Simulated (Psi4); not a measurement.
Reaction (SMILES): C#N (CH-N) + H+ → C#[NH+]
B3LYP-D3(BJ)/def2-TZVP geometries, fixed; electronic energies without zero-point terms; positive where energy is released.

The proton affinity at MP2 with Psi4, in kcal/mol, split into its Hartree-Fock and correlation parts. Density fitting with the program's default auxiliary sets. Cores are frozen. The proton sits at the site shown, which need not be the one that binds it best. No added dispersion term, no relativity. Functions are those of the species that has most.

| basis | X | functions | Hartree-Fock | MP2 |
|---|---|---|---|---|
| aug-cc-pVDZ | 2 | 64 | 177.97 | 172.72 |
| aug-cc-pVTZ | 3 | 138 | 180.05 | 174.16 |
| aug-cc-pVQZ | 4 | 252 | 180.22 | 174.22 |

Worked estimate of the basis-set limit from each neighbouring pair, with Hartree-Fock from the larger set and the correlation part extrapolated as X^-3.
Correlation parts: X = 2: -5.25, X = 3: -5.89, X = 4: -6.00.
- (2,3): (27·(-5.89) - 8·(-5.25))/19 = -6.16; with Hartree-Fock 180.05 the estimate is 173.89 kcal/mol.
- (3,4): (64·(-6.00) - 27·(-5.89))/37 = -6.08; with Hartree-Fock 180.22 the estimate is 174.14 kcal/mol.
The last two estimates differ by 0.25 kcal/mol; the largest set lies 0.08 from the last. Over the last step Hartree-Fock moves by 0.17 and the correlation part by -0.11.
